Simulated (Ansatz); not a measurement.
# AlH3O: the cost of one run

Program: Ansatz 0.2.0. Level of theory: RKS BLYP/def2-SVP. These are calculated values, not measurements.

**1. The system as given**

Bond lengths: Al1–H2 1.760 Å, Al1–O3 1.980 Å, O3–H4 1.010 Å, Al1–H5 1.560 Å. Angles: H2–Al1–O3 42.8°, H2–Al1–H5 157.3°, O3–Al1–H5 159.9°, Al1–O3–H4 105.4°.

Coordinates:

```xyz
5

Al    0.0000    0.0000    0.0000
H     1.0658    0.0000    1.4006
O     1.9504    0.0000    0.3409
H     2.2503   -0.9519    0.1860
H    -1.3510    0.0000   -0.7800
```

**2. Pulling towards end A**

Springs on the bonds that form and break draw the guess towards this end; the thresholds are loose.

input.yaml reads:

```yaml
crystal:
  periodic: [false, false, false]
  atoms:
    - { symbol: Al, position_ang: [0.0, 0.0, 0.0] }
    - { symbol: H, position_ang: [1.0658, 0.0, 1.4006] }
    - { symbol: O, position_ang: [1.9504, 0.0, 0.3409] }
    - { symbol: H, position_ang: [2.2503, -0.9519, 0.186] }
    - { symbol: H, position_ang: [-1.351, 0.0, -0.78] }
basis:
  gaussian: { orbitals: def2-SVP }
hamiltonian:
  xc: blyp
relax:
  f_tol: 0.15
  max_steps: 25
  restrain:
    - { distance: [1, 2], at: 2.21, k: 30.0 }
    - { distance: [0, 1], at: 1.56, k: 30.0 }
    - { distance: [0, 2], at: 1.78, k: 30.0 }
```

On the command line:

```sh
> ansatz run input.yaml --threads 1 --pin off --max-ram 2048MiB --backend cpu --events-out ev --progress --plain --runs-dir out
```

**Question.** How long does this run take on 1 thread of Arm Neoverse V2, shared host, and how much memory does it need?

About 6.7 s, with a peak of 0.097 GiB.
